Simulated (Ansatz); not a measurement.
# C₂H₂FNO: how energies converge with the basis set

How large a basis does C₂H₂FNO need? Two functionals are run in growing sets.

The runs use Ansatz 0.2.0, Gaussian basis; one geometry, several basis sets.

The runs, in order: PBE0-D4/def2-SVP; ωB97M-V/def2-SVP; PBE0-D4/def2-QZVPP; ωB97M-V/def2-QZVPP; the functionals' def2-TZVPP values are taken from earlier runs.

**1. The relaxed structure**

An earlier PBE0-D4 in a triple-zeta def2 set relaxation fixed the geometry.

SMILES `N=C=C(O)F`, 7 atoms, charge 0, spin multiplicity 1.

Atoms are counted from 1 here; the program's logs count them from 0.

Bond lengths: N1–C2 1.225 Å, N1–H6 1.023 Å, C2–C3 1.308 Å, C3–O4 1.343 Å, C3–F5 1.344 Å, O4–H7 0.965 Å. Angles: C2–N1–H6 114.1°, N1–C2–C3 173.3°, C2–C3–O4 124.3°, C2–C3–F5 120.4°, O4–C3–F5 115.1°, C3–O4–H7 109.8°.

**2. PBE0-D4 in def2-SVP**

in.yaml reads:

```yaml
crystal:
  periodic: [false, false, false]
  atoms:
    - {symbol: N, position_ang: [-0.718334, 0.448352, 1.721363]}
    - {symbol: C, position_ang: [-0.268958, 0.286138, 0.593357]}
    - {symbol: C, position_ang: [0.339445, 0.062327, -0.543107]}
    - {symbol: O, position_ang: [0.296523, -1.104027, -1.207046]}
    - {symbol: F, position_ang: [0.960426, 1.063032, -1.189811]}
    - {symbol: H, position_ang: [-1.706155, 0.712687, 1.742744]}
    - {symbol: H, position_ang: [1.158254, -1.536510, -1.163100]}
basis:
  gaussian: {orbitals: def2-SVP}
hamiltonian: {xc: pbe0, dispersion: d4}
output: {orbitals: {seedname: orbitals}}
```

Started as:

```
ansatz run in.yaml --threads 2 --pin off --events-out ev --progress --plain --max-ram 4352MiB
```

After this run come: ωB97M-V in def2-SVP; PBE0-D4 in def2-QZVPP; ωB97M-V in def2-QZVPP.

Q: Predict the results of all the runs planned. Wanted: PBE0-D4: double and triple zeta above quadruple; ωB97M-V: double and triple zeta above quadruple.

The runs gave:

```
                                       quantity           value
PBE0-D4: double and triple zeta above quadruple  10.34, 0.44 eV
ωB97M-V: double and triple zeta above quadruple  10.58, 0.42 eV
```

**Reading.** PBE0-D4 gains 9.90 eV from double to triple zeta, then 0.44 eV more. Total energies overstate the basis error of differences, where much of it tends to cancel.
